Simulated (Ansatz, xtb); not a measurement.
**C4H9PS: which of two isomers lies lower**

Structure I is `C[C@H]1C[P@@H](=S)C1`, a singlet and structure II is `C=CP(C)(C)=S`, a singlet. Both are isolated molecules in the gas phase, relaxed with PBE-D3(BJ)/def2-SVP, each in the lowest conformer that the search found.

Question: Estimate E(II) − E(I) at the level CCSD(T)/def2-SVP + ΔMP2/def2-TZVPP.

Answer: Calculated at CCSD(T)/def2-SVP + ΔMP2/def2-TZVPP: E(II) − E(I) = −0.320 eV, so structure II lies lower.

How the difference moves with the method:

```tsv
level	geometry	E(II) − E(I) (eV)	departure from the last row (eV)	job, with rough time for the two
GFN2-xTB	GFN2-xTB	+0.615	+0.936	optimisation, 0.21 s
HF/STO-3G	GFN2-xTB	+0.789	+1.109	single point, 0.32 s
r2SCAN-D4/def2-SVP	GFN2-xTB	−0.186	+0.135	single point, 3.6 s
PBE-D3(BJ)/def2-SVP	PBE-D3(BJ)/def2-SVP	−0.112	+0.208	optimisation, 19 s
HF/def2-SVP	PBE-D3(BJ)/def2-SVP	−0.412	−0.092	part of the CCSD(T) run
MP2/def2-SVP	PBE-D3(BJ)/def2-SVP	−0.151	+0.169	part of the CCSD(T) run
CCSD(T)/def2-SVP	PBE-D3(BJ)/def2-SVP	−0.203	+0.117	single point
CCSD(T)/def2-SVP + ΔMP2/def2-TZVPP	PBE-D3(BJ)/def2-SVP	−0.320		single point, 58 s
```

As drawn, II has 1 C=C, 1 C–P, 1 C–H in place of 3 C–C, 1 P–H. Structure I has a 4-membered ring, II no ring.

GFN2-xTB, HF/STO-3G put the two in the other order. The largest departure from CCSD(T)/def2-SVP + ΔMP2/def2-TZVPP is that of HF/STO-3G, 1.109 eV. The last row adds to CCSD(T) the change of the MP2 difference between the two basis sets, here −0.117 eV.

With thermal terms from frequencies at re-optimised GFN2-xTB minima (ideal gas, soft modes damped towards free rotors, one conformer each, 298.15 K, 1 atm): the zero-point term adds −0.098 eV; ΔH is −0.367 and ΔG −0.471 eV.

The correlated steps freeze 14 core orbitals. Mirror images aren't counted in ΔG. Programs: Ansatz 0.2.0, xtb 6.7.1; the last row on 4 threads of Arm Neoverse V2 on a shared host.
